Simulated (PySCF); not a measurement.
Two species compared at the same levels of theory.

First species: CH2PH, CH3P.
InChI=1S/CH3P/c1-2/h2H,1H2

Second species: H10N2SSi3.
SMILES: `[SiH3]N([Si@@H](N)S)[SiH3]`

Levels: wB97X-D/def2-SVPD for dipole moment, HOMO energy, LUMO energy, HOMO–LUMO gap, static isotropic polarisability and electronic spatial extent ⟨r²⟩ about the centre of nuclear charge; TDDFT wB97X-D/def2-SVPD for lowest singlet excitation; TDA wB97X-D/def2-SVPD for lowest triplet excitation (Tamm–Dancoff); GFN2-xTB for rotational constant A and rotational constant C. Geometries: GFN2-xTB. Each species is one conformer at its optimised geometry, gas phase, non-relativistic unless stated; the electronic structure was computed with PySCF and density fitting.

The conformers computed, where there is a choice (atom-mapped SMILES and torsion angles):
- `[NH2:1][Si@@H:2]([SH:3])[N:4]([SiH3:5])[SiH3:6]`: N1–Si2–N4–Si5 -139°, H–N1–Si2–S3 -174°, H–N1–Si2–S3 47°, H–S3–Si2–N1 56°

(1) Which has the higher T1 energy?

(2) Which of the two has the higher LUMO energy, and by how much?

(3) Which has the higher S1 energy?

(4) Which of the two has the higher rotational constant A, and by how much?

(5) Which of the two has the higher ⟨r²⟩, and by how much?

(6) Which has the higher rotational constant C?

(7) Which of the two has the higher HOMO energy, and by how much?

(8) Which has the higher HOMO–LUMO gap?

Results:

(1) The second: 6.16 eV against 3.02 eV, a difference of 3.14 eV.

(2) The second: 1.62 eV against 0.02 eV, a difference of 1.60 eV.

(3) The second: 6.50 eV against 4.74 eV, a difference of 1.76 eV.

(4) The first: 141.951 GHz against 1.939 GHz, a difference of 140.012 GHz.

(5) The second: 1493 bohr² against 122 bohr², a difference of 1371 bohr².

(6) The first: 14.828 GHz against 0.784 GHz, a difference of 14.044 GHz.

(7) The second: -9.26 eV against -9.65 eV, a difference of 0.39 eV.

(8) The second: 10.88 eV against 9.67 eV, a difference of 1.21 eV.

On the first: S1 lies 4.93 eV below the HOMO–LUMO gap; its leading configuration is HOMO−1→LUMO, weight 0.99. No computed singlet falls in the visible range (750 to 380 nm, 1.65 to 3.26 eV); S1 lies 1.48 eV above its blue end.

On the second: A dipole of 1.92 D is allowed in C1, and pure rotational transitions are dipole-allowed. The principal polarisabilities are 95.0, 113.0 and 123.5 au; their mean is the isotropic value.
